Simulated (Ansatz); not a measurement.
A made-up structure of CH$_{4}$NSi (charge -1), singlet:

```
atom    x (Å)    y (Å)    z (Å)
  C1  -1.2045   0.4639  -0.7816
 Si2   0.3294  -0.0144   0.3020
  N3   1.4471  -1.4691   0.2231
  H4  -1.6400  -0.1909  -1.7096
  H5  -1.7992   1.4974  -0.5358
  H6   0.6018   1.1698   1.4907
  H7   2.2654  -1.4567   1.0112
```

It is relaxed with PBE-D4/def2-SVPD and then PBE0-D4/def2-TZVPD (Ansatz 0.2.0). Atoms count as bonded within 1.22 times the sum of their covalent radii (H–H: 0.88 Å). The end point is not checked to be a true minimum.

Task: Does its bonding change? (A judgement: the text doesn't fix the answer.)

Result: Computed: No: no bond forms or breaks.

Where it ends: The first stage lowers the energy by 1.43 eV in 6 steps. It ends as CH₄NSi ([CH2][SiH][NH]), total charge -1:
```xyz
7
angstrom
C -1.0757 0.4139 -0.6981
Si 0.2940 -0.0136 0.2690
N 1.2927 -1.3122 0.1994
H -1.4654 -0.1696 -1.5270
H -1.6056 1.3369 -0.4776
H 0.5376 1.0436 1.3305
H 2.0225 -1.2992 0.9039
```

Labels in which every atom is bracketed show which atoms are joined, not bond orders.

For scale, one of the runs: PBE0-D4/def2-TZVPD relaxation, 153 basis functions, launched by `ansatz run in.yaml --threads 2 --pin off --events-out ev --progress --plain --max-ram 4352MiB`. Hardware: 2 CPU threads of an Intel Xeon Platinum 8259CL, shared host. Wall time about 19 s.
